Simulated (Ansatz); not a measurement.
# AlH2: the cost of one run

Method: the settings change from run to run; program: Ansatz 0.2.0, Gaussian basis.

9 further runs of the same task are left out: 4 that didn't finish, 5 set aside as unsound or not needed.

**1. What is computed**

The geometry is a PBE0/def2-TZVPD stationary point (not a proven minimum) of the parent state, kept for this charge and spin.

3 atoms, charge 0, spin multiplicity 2.

Atoms are counted from 1 here; the program's logs count them from 0.

Bond lengths: Al1–H2 1.697 Å, Al1–H3 1.697 Å. Angles: H2–Al1–H3 93.2°.

**2. BCCD(T) on UHF/aug-cc-pVDZ**

in.yaml

```yaml
crystal:
  periodic: [false, false, false]
  atoms:
    - {symbol: Al, position_ang: [0.000000, -0.081048, 0.000000]}
    - {symbol: H, position_ang: [0.000000, 1.084792, -1.232881]}
    - {symbol: H, position_ang: [0.000000, 1.084792, 1.232880]}
basis:
  gaussian: {orbitals: aug-cc-pVDZ, point_charges: [{charge: -0.50, position_ang: [3.122, 0.559, -0.863]}]}
magnetization: {spin_polarized: true, initial_magnetization: 1}
correlation: {method: bccd_t, electrons: outside_noble_gas}
accuracy: high
scf: {omitted_lower_state_checks: [cluster_reference]}
output: {forces: true}
```

Command:

```
$ ansatz run in.yaml --threads 1 --pin off --events-out ev --progress --plain --max-ram 2393MiB
```

**Question.** How long does this run take on 1 thread of Intel Xeon at 2.50GHz, shared host, and how much memory does it need?

About 18 s, with a peak of 0.28 GiB.
